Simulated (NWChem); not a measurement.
A series in which one site is exchanged, each optimised at PBE0/def2-SVP with NWChem, gas phase unless a solvent is named. 

A: CF (CH3F; site = F)
B: ClC (CH3Cl; site = Cl)
C: [Li][CH3] (CH$_{3}$Li; site = Li)
D: C (CH₄; site = H)

Q: Rank them by orbital gap (eV), PBE0/def2-SVP, lowest first.

A: C (3.95), B (9.59), A (11.77), D (13.22)
